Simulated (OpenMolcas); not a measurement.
# Two attempts at CHCl2F (dichlorofluoromethane)

Aim: the energy of CHCl2F (dichlorofluoromethane) at MP2/ANO-L-VDZ (fermi aufbau 1, electric field -0.01 a.u., field axis x).

The calculation is run with OpenMolcas 26.06.

7 further runs of the same task are left out: 7 set aside as unsound or not needed.

## 1. Starting point

CHCl2F: 5 atoms, total charge 0, spin state singlet. SMILES: `FC(Cl)Cl`. The shape is that of a PBE0-D4/def2-TZVP optimisation.

Bond lengths: F1–C2 1.340 Å, C2–Cl3 1.759 Å, C2–Cl4 1.759 Å, C2–H5 1.088 Å. Angles: F1–C2–Cl3 109.4°, F1–C2–Cl4 109.4°, Cl3–C2–Cl4 111.6°, F1–C2–H5 109.7°, Cl3–C2–H5 108.4°, Cl4–C2–H5 108.4°.

## 2. Try one

The input, run.inp:

```
* CHCl2F MP2

&gateway
  coord
  5
  bohr
  F     -1.11607225     0.25038871     2.32511902
  C      0.01209425     0.18783878     0.05801459
  Cl     2.75881117    -1.67580913     0.23980625
  Cl    -2.11724915    -0.99248416    -2.20549936
  H      0.55671332     2.09079298    -0.49605311
  basis=def2-mSVP
  group=NoSym

&seward

&ffpt
  dipole
  X 0.01

&scf
  prorbitals=1 1

&mbpt2
  frozen=12
```

Run with:

```
$ export MOLCAS_MEM=1860
$ pymolcas run.inp > run.log
```

Standard output:

```text
--- Start Module: gateway ---

                                              &GATEWAY

                       available to each process: 1.9 GB of memory, 1 thread

 ###############################################################################
 ###    ERROR: Basis set file <dir>
 ###    does not exist!                                                      ###
 ###    (1) For a valence basis set: check the spelling of                   ###
 ###    the basis set label and that the basis set file is                   ###
 ###    present in the basis set library directory.                          ###
 ###    (2) For an external auxiliary basis set: check that                  ###
 ###    the basis set file is present in the appropiate basis                ###
 ###    set library subdirectory.                                            ###
 ###############################################################################
--- Stop Module: gateway /rc=_RC_INPUT_ERROR_ ---

.####################.
.# User input error #.
.####################.

    Timing: Wall=0.03 User=0.01 System=0.02
```

It took 0.26 s on 1 thread of Arm Neoverse V1, shared host.

## 3. Diagnosis

The input was rejected.

The log says `does not exist`. What is wrong: the input names a basis that the program doesn't know.

## 4. The mended input

The input, run.inp:

```
* CHCl2F MP2

&GATEWAY
  Coord
  5
  bohr
  F     -1.11607225     0.25038871     2.32511902
  C      0.01209425     0.18783878     0.05801459
  Cl     2.75881117    -1.67580913     0.23980625
  Cl    -2.11724915    -0.99248416    -2.20549936
  H      0.55671332     2.09079298    -0.49605311
  Basis = ANO-L-VDZ
  Group = NoSym

&SEWARD

&FFPT
  Dipole
  X 0.01

&SCF
  Fermi = 1
  PrOrbitals = 1

&MBPT2
  Frozen = 12
```

Run with:

```
$ export MOLCAS_MEM=1860
$ pymolcas run.inp > run.log
```

Standard output:

```text
--- Start Module: gateway ---
[...]
--- Stop Module: gateway /rc=_RC_ALL_IS_WELL_ ---
[...]
      Basis functions           46
[...]
--- Start Module: scf ---
[...]
       Convergence after  15 Iterations
[...]
::    Total SCF energy                              -1056.8298787500
[...]
      Total spin, S                                     0.0000000000
[...]
      Total electronic charge=   50.000000
      Total            charge=   -0.000000
[...]
      Dipole Moment (debye):
      Origin of the operator (angstrom)=    0.0101   -0.4370   -0.1265
                   X= -1.8326E-01               Y=  1.7509E+00               Z= -1.1054E+00           Total=  2.0787E+00
      Quadrupole Moment (debye*angstrom):
[...]
--- Stop Module: scf /rc=_RC_ALL_IS_WELL_ ---
--- Start Module: mbpt2 ---
[...]
WARNING!
Default frozen orbitals as non valence orbitals is overwritten by user input.
Default values:  12
[...]
       Reference weight ( Cref**2 )         =        0.90076
::    Total MBPT2 energy                            -1057.1228935294
[...]
      Total MBPT2 calculations                           0.05      0.07
--- Stop Module: mbpt2 /rc=_RC_ALL_IS_WELL_ ---
[...]
```

It took 3 s on 1 thread of Arm Neoverse V1, shared host; peak memory 0.38 GiB.

## 5. What came out

At MP2/ANO-L-VDZ (fermi aufbau 1, electric field -0.01 a.u., field axis x):

| quantity | value |
| --- | --- |
| total energy | -1057.12289 Eh |
| dipole moment (mean-field density) | 2.08 D |
| HOMO–LUMO gap (Hartree–Fock orbitals) | 15.58 eV |
| correlation energy (12 core orbitals frozen) | -293.0 mEh |
